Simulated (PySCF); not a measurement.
Compound: C5H6F (doublet state).
Structure used (GFN2-xTB), in Å, numbered top down from 1:
```
atom  x, y, z in Å
C1     2.4752   -0.0934   -0.3241
C2     1.2804   -0.7252   -0.5593
C3     0.0676   -0.1789   -0.3320
C4    -1.0936    0.3375   -0.1018
C5    -1.8951    0.2638    1.1604
F6    -1.7481    1.0501   -1.0803
H7     2.5054    0.9076    0.0667
H8     3.4095   -0.5800   -0.5334
H9     1.2962   -1.7360   -0.9544
H10   -2.8485   -0.2225    0.9575
H11   -2.0954    1.2712    1.5228
H12   -1.3525   -0.2948    1.9164
```

The hyperfine couplings belong to this conformer and change with its torsions.

The species is `C=C[C]=C(F)C` [radical].

Level of theory: UKS B3LYP, pcH-1 on C F H, non-relativistic, mean-field spin-orbit, GIAO in PySCF. Isolated species at its GFN2-xTB geometry, gas phase. Couplings are sensitive to structure, and on GFN2-xTB geometries they can be far from those on DFT ones. Stability of the SCF solution: not tested. ⟨S²⟩ is 0.777 where a pure state has 0.75.

Question: Give the principal g shifts and their parts.

Answer: 
```csv
Δg (ppm),1,2,3
relativistic mass correction,-156,-156,-156
gauge correction,33,58,25
orbital Zeeman/spin–orbit,-435,106,238
total,-558,8,108
```

So g = 2.00176, 2.00233, 2.00243 and g_iso = 2.00217; the tensor is close to axial: the two nearest values differ by 15 % of g3 − g1. 

Question: What are the electron Larmor frequencies g μB B/h along the three axes at 330 mT?

Answer: 9.2457, 9.2483, 9.2487 GHz for g1, g2 and g3, a range of 3.1 MHz.

Question: How much does each term add to the isotropic shift?

Answer: The mass correction -156, the gauge correction 39 and the orbital-Zeeman/spin–orbit term -30 ppm, for a total of -147 ppm. The mass correction is the largest in size. The mass correction is the same along every axis, so the anisotropy comes from the other two: their spans along these axes are 33 (gauge) and 673 ppm (orbital Zeeman/spin–orbit).

Question: What effective moment and Curie constant follow for a powder?

Answer: With the mean of g² = 4.0087 and S(S+1) = 0.75: μ_eff = √(⟨g²⟩S(S+1)) = 1.734 μB and χT = 0.12505·⟨g²⟩·S(S+1) = 0.376 cm³ K/mol (cgs; spin-Hamiltonian part alone).

Question: In a frozen sample, at which fields do the three g values resonate at 9.5, 34, 94 and 263 GHz (hyperfine left aside), and which band first spreads them over more than twice a line width of 0.3 mT?

Answer: 
```json
{"band": "X", "GHz": "9.5", "B(g3) mT": "338.97", "B(g2) mT": "338.98", "B(g1) mT": "339.08", "spread mT": "0.11"}
{"band": "Q", "GHz": "34.0", "B(g3) mT": "1213.14", "B(g2) mT": "1213.20", "B(g1) mT": "1213.54", "spread mT": "0.40"}
{"band": "W", "GHz": "94.0", "B(g3) mT": "3353.97", "B(g2) mT": "3354.14", "B(g1) mT": "3355.09", "spread mT": "1.12"}
{"band": "J", "GHz": "263.0", "B(g3) mT": "9383.99", "B(g2) mT": "9384.46", "B(g1) mT": "9387.11", "spread mT": "3.12"}
```

The spread grows in proportion to the frequency. W band is the first where it exceeds 0.6 mT.

Largest spin populations (Mulliken): C1 (+0.69), C3 (+0.63), C2 (-0.26) and C4 (-0.06). The positive populations add up to 1.38 and the negative ones to -0.38, together 2S = 1. The angles at C1 add up to 360.0°, so it is planar; its axial dipolar tensor and the negative couplings of its protons fit spin in a p orbital normal to that plane.

The HOMO–LUMO gaps are 6.09 eV among the α and 4.29 eV among the β orbitals.
